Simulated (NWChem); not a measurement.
# H2O2 (hydrogen peroxide) at PBE/def2-SVPD

Aim: the vertical ionisation energy of H2O2 (hydrogen peroxide) at PBE/def2-SVPD, from 2 runs. 

Program for the calculation: NWChem 7.3.0.

3 further runs of the same task are left out: 3 set aside as unsound or not needed.

### Step 1. Starting point

The species is H2O2 (4 atoms), meant as a singlet with charge 0. As SMILES, `OO`. The coordinates come from a PBE0-D4/def2-TZVP relaxation.

Bond lengths: O1–O2 1.426 Å, O1–H3 0.965 Å, O2–H4 0.965 Å. Angles: O1–O2–H4 101.1°, O2–O1–H3 101.1°.

### Step 2. A single-point energy at PBE/def2-SVPD

Contents of input.nw:

```
start input
title "H2O2 PBE"
memory 2200 mb

geometry units angstrom noautosym nocenter noautoz
 O    -0.486800   -0.581100    0.030600
 O     0.048300    0.728400    0.206900
 H     0.186400   -1.117000    0.467400
 H     0.252100    0.969800   -0.704900
end

basis spherical bse
 O library def2-SVPD
 H library def2-SVPD
end

dft
 xc xpbe96 cpbe96
 grid fine
 convergence energy 1e-08
 iterations 100
 mulliken
 noprint "final vectors analysis"
end

task dft energy
```

The run is started by

```bash
nwchem input.nw > input.out
```

Output:

```text
[...]
          Wavefunction type:  closed shell.
          No. of atoms     :     4
          No. of electrons :    18
[...]
          Charge           :     0
          Spin multiplicity:     1
[...]
          AO basis - number of functions:    62
[...]
              XC Information
              --------------
          PerdewBurkeErnzerhof Exchange Functional  1.000
            Perdew 1991 LDA Correlation Functional  1.000 local
           PerdewBurkeErnz. Correlation Functional  1.000 non-local
[...]
 d= 0,ls=0.0,diis     1   -151.2606901349 -1.89D+02  1.34D-02  3.46D-01     0.4
[...]
 d= 0,ls=0.0,diis     8   -151.2950160635 -1.48D-10  6.12D-07  1.99D-09     2.1
         Total DFT energy =     -151.295016063531
      One electron energy =     -281.820219988591
           Coulomb energy =      110.900841534347
    Exchange-Corr. energy =      -17.658759083515
 Nuclear repulsion energy =       37.283121474229
[...]
      Total Density - Mulliken Population Analysis
     ---------------------------------------------
    Atom       Charge   Shell Charges
 -----------   ------   -------------------------------------------------------
    1 O    8     8.24   1.99  1.13  0.63  0.09  2.79  1.45  0.11  0.02  0.04
    2 O    8     8.24   1.99  1.13  0.63  0.09  2.79  1.45  0.11  0.02  0.04
    3 H    1     0.76   0.72 -0.01  0.06 -0.00
    4 H    1     0.76   0.72 -0.01  0.06 -0.00
[...]
```

Run time: 3.3 s. Hardware: 1 thread of Intel Xeon 6975P-C (Granite Rapids), shared host; peak memory 0.11 GiB.

### Step 3. The doublet cation, same level

Contents of run.nw:

```
start run
memory stack 880 mb heap 220 mb global 1100 mb
charge 1

geometry units angstrom noautosym nocenter noautoz
  O       -0.486800      -0.581100       0.030600
  O        0.048300       0.728400       0.206900
  H        0.186400      -1.117000       0.467400
  H        0.252100       0.969800      -0.704900
end

basis spherical bse
  * library def2-SVPD
end

dft
  xc xpbe96 cpbe96
  mult 2
  grid fine
  convergence energy 1e-08
  maxiter 100
  mulliken
  print low
end

task dft energy
```

The run is started by

```bash
nwchem run.nw > run.out
```

Output:

```text
[...]
 d= 0,ls=0.0,diis     1   -150.8150869042 -1.88D+02  8.89D-03  1.84D-01     0.5
[...]
 d= 0,ls=0.0,diis    10   -150.8792401100 -7.49D-09  5.82D-07  2.07D-09     4.1
[...]
         Total DFT energy =     -150.879240109970
      One electron energy =     -274.753921582231
           Coulomb energy =      103.857870045781
    Exchange-Corr. energy =      -17.266310047749
 Nuclear repulsion energy =       37.283121474229
[...]
      Total Density - Mulliken Population Analysis
     ---------------------------------------------
    Atom       Charge   Shell Charges
 -----------   ------   -------------------------------------------------------
    1 O    8     7.89   1.99  1.19  0.61  0.05  2.69  1.25  0.06  0.02  0.02
    2 O    8     7.89   1.99  1.19  0.61  0.05  2.69  1.25  0.06  0.02  0.02
    3 H    1     0.61   0.66 -0.07  0.06 -0.03
    4 H    1     0.61   0.66 -0.07  0.06 -0.03
[...]
      <S2> =      0.7518 (Exact =     0.7500)
[...]
```

It took 5.1 s on 1 thread of Intel Xeon 6975P-C (Granite Rapids), shared host; peak memory 0.11 GiB.

### Step 4. Summary of results

At PBE/def2-SVPD:

```
                                          quantity          value
                        singlet H2O2: total energy  -151.29502 Eh
                       singlet H2O2: dipole moment         1.71 D
                      doublet cation: total energy  -150.87924 Eh
                              doublet cation: ⟨S²⟩          0.752
vertical ionisation energy (to the doublet cation)      11.314 eV
```

In words: Removing an electron at fixed nuclei costs 11.31 eV (1092 kJ/mol). Mulliken charges (singlet H2O2) run from -0.24 on O1 to +0.24 on H3; in a basis this large or diffuse they mean little.
